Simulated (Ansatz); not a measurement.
# C₃H₄S: a ladder of functionals and wavefunction methods

Aim: compute C₃H₄S with functionals from several rungs and with coupled cluster. The yardstick is the atomisation energy at the CCSD(T) limit.

Program: Ansatz 0.2.0, Gaussian basis. Level of theory: functionals in def2-TZVPP, the program's frozen cores in correlated methods. These are calculated values, not measurements.

Plan: LDA (SPW92), PBE-D4, revPBE-D4, BLYP-D4, r2SCAN-D4, B97M-V, PBE0-D4, B3LYP-D4, r2SCANh-D4, r2SCAN0-D4, HSE06-D4, BHLYP-D4, CAM-B3LYP-D4, LC-ωPBE, ωB97X-V, ωB97M-V, B2PLYP, PBE-QIDH; CCSD(T)/def2-SVP; CCSD(T)/def2-TZVPP; MP2/def2-QZVPP; extrapolation to the limit; RPA on PBE.

### 1 The geometry

The geometry comes from an earlier relaxation with PBE0-D4 in a triple-zeta def2 set; it is a stationary point, not always the lowest conformer.

SMILES `SC1=CC1`, 8 atoms, charge 0, spin multiplicity 1.

Atoms are counted from 1 here; the program's logs count them from 0.

Bond lengths: S1–C2 1.707 Å, S1–H5 1.342 Å, C2–C3 1.293 Å, C2–C4 1.493 Å, C3–C4 1.499 Å, C3–H6 1.075 Å, C4–H7 1.092 Å, C4–H8 1.092 Å. Angles: C2–S1–H5 96.3°, S1–C2–C3 149.5°, S1–C2–C4 145.9°, C3–C2–C4 64.6°, C2–C3–C4 64.2°, C2–C3–H6 150.2°, C4–C3–H6 145.7°, C2–C4–C3 51.2°, C2–C4–H7 119.1°, C2–C4–H8 119.1°, C3–C4–H7 120.0°, C3–C4–H8 120.0°, H7–C4–H8 113.7°.

### 2 LDA

This LDA is Slater exchange with PW92 correlation.

Input file in.yaml:

```yaml
crystal:
  periodic: [false, false, false]
  atoms:
    - {symbol: S, position_ang: [-0.521589, 1.983049, -0.680780]}
    - {symbol: C, position_ang: [0.055893, 0.536617, 0.019096]}
    - {symbol: C, position_ang: [0.812517, -0.058369, 0.882765]}
    - {symbol: C, position_ang: [-0.011054, -0.954829, 0.008653]}
    - {symbol: H, position_ang: [-1.341012, 1.399700, -1.569364]}
    - {symbol: H, position_ang: [1.532328, -0.012965, 1.679597]}
    - {symbol: H, position_ang: [0.460938, -1.501282, -0.810339]}
    - {symbol: H, position_ang: [-0.896020, -1.449022, 0.414570]}
basis:
  gaussian: {orbitals: def2-TZVPP}
hamiltonian: {xc: lda}
output: {orbitals: {seedname: orbitals}}
```

Command:

```console
$ ansatz run in.yaml --threads 2 --pin off --events-out ev --progress --plain --max-ram 4352MiB
```

The runs that follow: PBE-D4 (GGA); revPBE-D4 (GGA); BLYP-D4 (GGA); r2SCAN-D4 (meta-GGA); B97M-V (meta-GGA); PBE0-D4 (hybrid); B3LYP-D4 (hybrid); r2SCANh-D4 (hybrid); r2SCAN0-D4 (hybrid); HSE06-D4 (hybrid); BHLYP-D4 (hybrid); CAM-B3LYP-D4 (range-separated); LC-ωPBE (range-separated); ωB97X-V (range-separated); ωB97M-V (range-separated); B2PLYP (double hybrid); PBE-QIDH (double hybrid); CCSD(T) in def2-SVP; CCSD(T) in def2-TZVPP; MP2 in def2-QZVPP; RPA on PBE orbitals.

**Question.** What will the summary of the whole plan be? Wanted: atomisation energy, CCSD(T)/CBS; farthest beyond LDA; mean size of error, GGA; mean size of error, meta-GGA; mean size of error, hybrid; mean size of error, range-separated; mean size of error, double hybrid; gap, smallest and largest; T1 diagnostic.

As calculated:

| quantity | value |
| --- | --- |
| atomisation energy, CCSD(T)/CBS | 742.4 kcal/mol |
| functionals within 3.7 kcal/mol (0.5 %) | BLYP-D4, B3LYP-D4, r2SCANh-D4, CAM-B3LYP-D4 |
| farthest beyond LDA | PBE-D4 (+32.1 kcal/mol) |
| mean size of error, GGA | 15.8 kcal/mol |
| mean size of error, meta-GGA | 8.7 kcal/mol |
| mean size of error, hybrid | 10.8 kcal/mol |
| mean size of error, range-separated | 4.4 kcal/mol |
| mean size of error, double hybrid | 4.6 kcal/mol |
| gap, smallest and largest | 4.48 eV (LDA (SPW92)), 11.53 eV (LC-ωPBE) |
| T1 diagnostic | 0.0113 |
| triples share of the correlation energy | 4.8 % |

**Reading.** The LDA atomisation energy is off by 128.7 kcal/mol (17 %): it overbinds. PBE-D4 is off by +32.1 kcal/mol. Double hybrids carry the basis error of their MP2 part in triple zeta, and no dispersion term here, so their miss is partly the set-up's. Taken by rung, range-separated functionals do best (4.4 kcal/mol on average) and GGA ones worst beyond LDA (15.8 kcal/mol). The gap between the best rungs is small, so their order is not settled. Misses under about 3.7 kcal/mol are within the doubt on the reference itself, which lacks core-valence correlation, relativity and higher excitations. Hartree-Fock recovers 71 % of the binding; the rest is correlation. CCSD(T) in def2-SVP is off by -34.4 kcal/mol, which most functionals beat. The gap grows from 4.5 to 11.5 eV across the functionals, mostly with the share of exact exchange.
